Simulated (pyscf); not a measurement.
HO–B(Cl)–Cl (SMILES OB(Cl)Cl) → O=B–Cl (SMILES O=BCl) + HCl (SMILES Cl) (elimination; singlet surface; H–O, B–Cl broken, Cl–H formed). Structures and frequencies: ωB97X-D3(BJ)/def2-SVP in PySCF. Correlated levels are frozen-core, on RHF or UHF. ΔMP2 is the change of the MP2 total energy from the triple- to the quadruple-zeta basis. Rate constants from transition-state theory at the high-pressure limit, CCSD(T)/def2-TZVPP + ΔMP2(QZVPP) energies (ideal gas, 1 atm, RRHO with modes under 100 cm⁻¹ raised to 100, one conformer, R ln 2 for rigid chiral ones; no tunnelling), k in s⁻¹.

```csv
T (K),1000/T,log10 k
298,3.354,-23.56
600,1.667,-4.86
900,1.111,?
1200,0.833,4.49
```

Task: Fit an Arrhenius line to the three values, give the activation energy, and predict k at 900 K.

Result: Least squares gives log10 k = 13.72 − 11.12 × 1000/T, so Ea = 11.12 × ln 10 × 1.987 = 50.9 kcal/mol, against an electronic barrier of 54.4. At 900 K the line gives 1.36; the computed value is 1.35 (ΔG‡ = 49.1 kcal/mol), close to the line. On the product side the descent ends in a complex, 4.6 kcal/mol under the separated species and 17.9 kcal/mol under the saddle at ωB97X-D3(BJ)/def2-TZVP. One saddle was located; it need not be the lowest between these sides. The CCSD(T) − MP2 part came from Ansatz, without density fitting, on the same reference.
